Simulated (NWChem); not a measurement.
System: formamide (CH3NO); SMILES NC=O

Input file for NWChem:

```
start job
memory heap 200 mb stack 900 mb global 1100 mb
geometry units angstroms noautoz
  N     -1.115395     0.233925     0.117081
  C      0.217170     0.347851    -0.040201
  O      0.983759    -0.575978    -0.086889
  H     -1.515930    -0.686767     0.203403
  H     -1.724904     1.030469     0.151290
  H      0.537383     1.403271    -0.123431
end
basis spherical
  * library 6-31g*
end
dft
  xc xpbe96 cpbe96
  iterations 150
end
driver
  maxiter 150
end
task dft optimize
```

Excerpt of the output:

```
             Northwest Computational Chemistry Package (NWChem) 7.3.0
             --------------------------------------------------------

 CS  symmetry detected

                             Geometry "geometry" -> ""
                             -------------------------

 Output coordinates in angstroms (scale by  1.889725989 to convert to a.u.)

  No.       Tag          Charge          X              Y              Z
 ---- ---------------- ---------- -------------- -------------- --------------
    1 N                    7.0000    -0.17637592     1.06935510     0.00000000
    2 C                    6.0000     0.38755637    -0.15352126     0.00000000
    3 O                    8.0000    -0.22091492    -1.18940792     0.00000000
    4 H                    1.0000    -1.18170753     1.13908221     0.00000000
    5 H                    1.0000     0.36590262     1.91380035     0.00000000
    6 H                    1.0000     1.49241753    -0.10197731     0.00000000

 Effective nuclear repulsion energy (a.u.)      71.7375989397

      Symmetry information
      --------------------

 Group name             Cs
 Group number              2
 Group order               2
 No. of unique centers     6

  pbe96 is a nonlocal functional; adding pw91lda local functional.

                           NWChem Geometry Optimization
                           ----------------------------

 maximum gradient threshold         (gmax) =   0.000450
 rms gradient threshold             (grms) =   0.000300
 maximum cartesian step threshold   (xmax) =   0.001800
 rms cartesian step threshold       (xrms) =   0.001200
 fixed trust radius                (trust) =   0.300000
 source of zmatrix                         =

          -------------------
          Energy Minimization
          -------------------

 Using diagonal initial Hessian

          --------
          Step   0

                                 NWChem DFT Module
                                 -----------------

 Summary of "ao basis" -> "ao basis" (spherical)
 ------------------------------------------------------------------------------
       Tag                 Description            Shells   Functions and Types
 ---------------- ------------------------------  ------  ---------------------
 N                           6-31g*                  6       14   3s2p1d
 C                           6-31g*                  6       14   3s2p1d
 O                           6-31g*                  6       14   3s2p1d
 H                           6-31g*                  2        2   2s

      Symmetry analysis of basis
      --------------------------

        a'         36
        a"         12

            General Information
            -------------------
          SCF calculation type: DFT
          Wavefunction type:  closed shell.
          No. of atoms     :     6
          No. of electrons :    24
           Alpha electrons :    12
            Beta electrons :    12
          Charge           :     0
          Spin multiplicity:     1
          Use of symmetry is: on ; symmetry adaption is: on
          Maximum number of iterations: 150
          AO basis - number of functions:    48
                     number of shells:    24
          Convergence on energy requested:  1.00D-06
          Convergence on density requested:  1.00D-05
          Convergence on gradient requested:  5.00D-04

              XC Information
              --------------
          PerdewBurkeErnzerhof Exchange Functional  1.000
            Perdew 1991 LDA Correlation Functional  1.000 local
           PerdewBurkeErnz. Correlation Functional  1.000 non-local

             Grid Information
             ----------------
          Grid used for XC integration:  medium
          Radial quadrature: Mura-Knowles
          Angular quadrature: Lebedev.
          Tag              B.-S. Rad. Rad. Pts. Rad. Cut. Ang. Pts.
          ---              ---------- --------- --------- ---------
          N                   0.65       49           7.0       434
          C                   0.70       49           7.0       434
          O                   0.60       49           8.0       434
          H                   0.35       45           8.0       434
          Grid pruning is: on
          Number of quadrature shells:   282
          Spatial weights used:  Erf1

      Superposition of Atomic Density Guess
      -------------------------------------

 Sum of atomic energies:        -168.20304224

      Non-variational initial energy
      ------------------------------

 Total energy =    -169.706806
 1-e energy   =    -370.528486
 2-e energy   =     129.084081
 HOMO         =      -0.357553
 LUMO         =       0.057148

      Symmetry analysis of molecular orbitals - initial
      -------------------------------------------------

  Numbering of irreducible representations:

     1 a'          2 a"

  Orbital symmetries:

     1 a'          2 a'          3 a'          4 a'          5 a'
     6 a'          7 a'          8 a'          9 a"         10 a'
    11 a'         12 a"         13 a"         14 a'         15 a'
    16 a'         17 a'         18 a'         19 a'         20 a"
    21 a'         22 a'

   convergence    iter        energy       DeltaE   RMS-Dens  Diis-err
 ---------------- ----- ----------------- --------- --------- ---------
 d= 0,ls=0.0,diis     1   -169.5753130796 -2.41D+02  6.70D-02  9.82D-01
 d= 0,ls=0.0,diis     2   -168.7389446122  8.36D-01  5.60D-02  8.71D+00
 d= 0,ls=0.0,diis     3   -169.6766417903 -9.38D-01  7.84D-03  1.32D-01
 d= 0,ls=0.0,diis     4   -169.6822344208 -5.59D-03  3.53D-03  7.77D-02
 d= 0,ls=0.0,diis     5   -169.6909796781 -8.75D-03  5.02D-04  9.84D-04
  Resetting Diis
 d= 0,ls=0.0,diis     6   -169.6910803887 -1.01D-04  1.84D-04  8.39D-05
 d= 0,ls=0.0,diis     7   -169.6910907420 -1.04D-05  9.25D-05  2.38D-06
 d= 0,ls=0.0,diis     8   -169.6910892384  1.50D-06  6.23D-05  1.65D-05
 d= 0,ls=0.0,diis     9   -169.6910910278 -1.79D-06  7.74D-06  3.17D-07
 d= 0,ls=0.0,diis    10   -169.6910910602 -3.24D-08  1.60D-06  1.87D-08

         Total DFT energy =     -169.691091060214
      One electron energy =     -372.962874734431
           Coulomb energy =      153.413189115203
    Exchange-Corr. energy =      -21.879004380638
 Nuclear repulsion energy =       71.737598939653

 Numeric. integr. density =       24.000000578046

                  Occupations of the irreducible representations
                  ----------------------------------------------

                     irrep           alpha         beta
                     --------     --------     --------
                     a'               10.0         10.0
                     a"                2.0          2.0

                       DFT Final Molecular Orbital Analysis
                       ------------------------------------

 Vector   10  Occ=2.000000D+00  E=-3.503063D-01  Symmetry=a'
              MO Center= -1.2D-01, -9.8D-01, -3.2D-16, r^2= 1.3D+00
   Bfn.  Coefficient  Atom+Function         Bfn.  Coefficient  Atom+Function
  ----- ------------  ---------------      ----- ------------  ---------------
    32      0.458009  3 O  py                34     -0.327639  3 O  s
    36      0.253838  3 O  py                17     -0.246286  2 C  px
    18     -0.236835  2 C  py                31      0.199952  3 O  px
    30     -0.188711  3 O  s                 48     -0.130972  6 H  s
    47     -0.109368  6 H  s                 35      0.106090  3 O  px

 Vector   11  Occ=2.000000D+00  E=-2.295627D-01  Symmetry=a"
              MO Center= -1.8D-01,  1.7D-01, -4.1D-17, r^2= 1.9D+00
   Bfn.  Coefficient  Atom+Function         Bfn.  Coefficient  Atom+Function
  ----- ------------  ---------------      ----- ------------  ---------------
     5      0.488730  1 N  pz                 9      0.421012  1 N  pz
    33     -0.420595  3 O  pz                37     -0.292420  3 O  pz
    23     -0.051620  2 C  pz                19     -0.046293  2 C  pz
    25      0.040709  2 C  d -1

 Vector   12  Occ=2.000000D+00  E=-2.007989D-01  Symmetry=a'
              MO Center=  2.6D-03, -8.5D-01,  1.0D-16, r^2= 1.4D+00
   Bfn.  Coefficient  Atom+Function         Bfn.  Coefficient  Atom+Function
  ----- ------------  ---------------      ----- ------------  ---------------
    31      0.524425  3 O  px                 6      0.364741  1 N  s
    35      0.358226  3 O  px                32     -0.285461  3 O  py
    48     -0.283027  6 H  s                 36     -0.199783  3 O  py
    47     -0.162292  6 H  s                  4     -0.148558  1 N  py
    22     -0.131143  2 C  py                 8     -0.126704  1 N  py

 Vector   13  Occ=0.000000D+00  E= 3.949417D-03  Symmetry=a"
              MO Center=  1.8D-01, -2.3D-01, -1.4D-15, r^2= 1.6D+00
   Bfn.  Coefficient  Atom+Function         Bfn.  Coefficient  Atom+Function
  ----- ------------  ---------------      ----- ------------  ---------------
    23      0.609679  2 C  pz                19      0.548186  2 C  pz
    37     -0.429994  3 O  pz                33     -0.400778  3 O  pz
     9     -0.368870  1 N  pz                 5     -0.279653  1 N  pz
    11     -0.027977  1 N  d -1              27     -0.025825  2 C  d  1

 Vector   14  Occ=0.000000D+00  E= 5.314687D-02  Symmetry=a'
              MO Center= -1.0D-01,  1.7D+00, -7.9D-17, r^2= 2.8D+00
   Bfn.  Coefficient  Atom+Function         Bfn.  Coefficient  Atom+Function
  ----- ------------  ---------------      ----- ------------  ---------------
     6      1.453300  1 N  s                 46     -1.350958  5 H  s
    44     -0.880373  4 H  s                  8      0.499035  1 N  py
     4      0.236483  1 N  py                 2      0.205790  1 N  s
    48     -0.160568  6 H  s                 20      0.149289  2 C  s
    45     -0.124882  5 H  s                 21      0.117898  2 C  px

 Vector   15  Occ=0.000000D+00  E= 8.656499D-02  Symmetry=a'
              MO Center= -1.4D-02,  8.4D-01, -3.1D-17, r^2= 4.1D+00
   Bfn.  Coefficient  Atom+Function         Bfn.  Coefficient  Atom+Function
  ----- ------------  ---------------      ----- ------------  ---------------
    44      1.285368  4 H  s                 48     -1.104758  6 H  s
    20      0.889762  2 C  s                 46     -0.788452  5 H  s
     7      0.601805  1 N  px                 6     -0.515585  1 N  s
    21      0.401205  2 C  px                 8      0.368346  1 N  py
     3      0.292618  1 N  px                17      0.220541  2 C  px

     Multipole analysis of the density
     ---------------------------------

     L   x y z        total         alpha         beta         nuclear
     -   - - -        -----         -----         ----         -------
     0   0 0 0     -0.000000    -12.000000    -12.000000     24.000000

     1   1 0 0      0.193671      0.096836      0.096836     -0.000000
     1   0 1 0      1.435227      0.717614      0.717614     -0.000000
     1   0 0 1     -0.000000     -0.000000     -0.000000      0.000000

     2   2 0 0    -11.271980    -15.040412    -15.040412     18.808844
     2   1 1 0     -0.737429      0.297601      0.297601     -1.332631
     2   1 0 1      0.000000      0.000000      0.000000      0.000000
     2   0 2 0    -12.621427    -49.938628    -49.938628     87.255829
     2   0 1 1      0.000000      0.000000      0.000000      0.000000
     2   0 0 2    -13.639648     -6.819824     -6.819824      0.000000

            General Information
            -------------------
          SCF calculation type: DFT
          Wavefunction type:  closed shell.
          No. of atoms     :     6
          No. of electrons :    24
           Alpha electrons :    12
            Beta electrons :    12
          Charge           :     0
          Spin multiplicity:     1
          Use of symmetry is: on ; symmetry adaption is: on
          Maximum number of iterations: 150
          AO basis - number of functions:    48
                     number of shells:    24
          Convergence on energy requested:  1.00D-06
          Convergence on density requested:  1.00D-05
          Convergence on gradient requested:  5.00D-04

              XC Information
              --------------
          PerdewBurkeErnzerhof Exchange Functional  1.000
            Perdew 1991 LDA Correlation Functional  1.000 local
           PerdewBurkeErnz. Correlation Functional  1.000 non-local

             Grid Information
             ----------------
          Grid used for XC integration:  medium
          Radial quadrature: Mura-Knowles
          Angular quadrature: Lebedev.
          Tag              B.-S. Rad. Rad. Pts. Rad. Cut. Ang. Pts.
          ---              ---------- --------- --------- ---------
          N                   0.65       49           7.0       434
          C                   0.70       49           7.0       434
          O                   0.60       49           8.0       434
          H                   0.35       45           8.0       434
          Grid pruning is: on
          Number of quadrature shells:   282
          Spatial weights used:  Erf1

[...]

      ----------------------
      Optimization converged
      ----------------------

  Step       Energy      Delta E   Gmax     Grms     Xrms     Xmax
  ---- ---------------- -------- -------- -------- -------- --------
@    8    -169.69293888 -1.4D-08  0.00010  0.00003  0.00013  0.00033
                                     ok       ok       ok       ok

                         Geometry "geometry" -> "geometry"
                         ---------------------------------

 Output coordinates in angstroms (scale by  1.889725989 to convert to a.u.)

  No.       Tag          Charge          X              Y              Z
 ---- ---------------- ---------- -------------- -------------- --------------
    1 N                    7.0000    -0.18331369     1.07866930     0.00000000
    2 C                    6.0000     0.39058702    -0.16358233     0.00000000
    3 O                    8.0000    -0.22507325    -1.22314721     0.00000000
    4 H                    1.0000    -1.19902976     1.15540954     0.00000000
    5 H                    1.0000     0.37529252     1.92818257     0.00000000
    6 H                    1.0000     1.50841531    -0.09820071     0.00000000

 Effective nuclear repulsion energy (a.u.)      70.5316023705

      Symmetry information
      --------------------

 Group name             Cs
 Group number              2
 Group order               2
 No. of unique centers     6

 ==============================================================================
                                internuclear distances
 ------------------------------------------------------------------------------
       center one      |      center two      | atomic units |  angstroms
 ------------------------------------------------------------------------------
    2 C                |   1 N                |     2.58592  |     1.36841
    3 O                |   2 C                |     2.31576  |     1.22544
    4 H                |   1 N                |     1.92490  |     1.01861
    5 H                |   1 N                |     1.92132  |     1.01672
    6 H                |   2 C                |     2.11600  |     1.11974
 ------------------------------------------------------------------------------
                         number of included internuclear distances:          5
 ==============================================================================
```

Level: PBE/6-31G* (spherical d).
